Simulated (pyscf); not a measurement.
Thermochemistry of product channels of H₃C–CH₂–OH₂⁺ on the singlet surface, in kcal/mol, from CCSD(T)/def2-TZVPP + ΔMP2(QZVPP) energies (ideal gas, 1 atm, RRHO with modes under 100 cm⁻¹ raised to 100, one conformer, R ln 2 for rigid chiral ones). Optimised with ωB97X-D3(BJ)/def2-SVP in PySCF. MP2 and CC: frozen core, UHF for open shells. ΔMP2 is the change of the MP2 total energy from the triple- to the quadruple-zeta basis.

```json
[
 {"products": "methane (CH₄) + H₂C=OH⁺", "ΔE": "+30.5", "ΔH(298 K)": "+27.2", "ΔG(298 K)": "+17.4", "ΔG(1200 K)": "-10.8"},
 {"products": "H₂C⁺–CH₃ + water (H₂O)", "ΔE": "+39.0", "ΔH(298 K)": "+33.7", "ΔG(298 K)": "+23.6", "ΔG(1200 K)": "-6.7"}
]
```

The channel to CH₄ + H₂C=OH⁺ turns favourable between 298 and 1200 K (ΔG from +17.4 kcal/mol to -10.8 kcal/mol). The channel to H₂C⁺–CH₃ + H₂O turns favourable between 298 and 1200 K (ΔG from +23.6 kcal/mol to -6.7 kcal/mol).

These are energies of the channels, which say nothing of barriers. The CCSD(T) − MP2 part came from Ansatz, without density fitting, on the same reference.
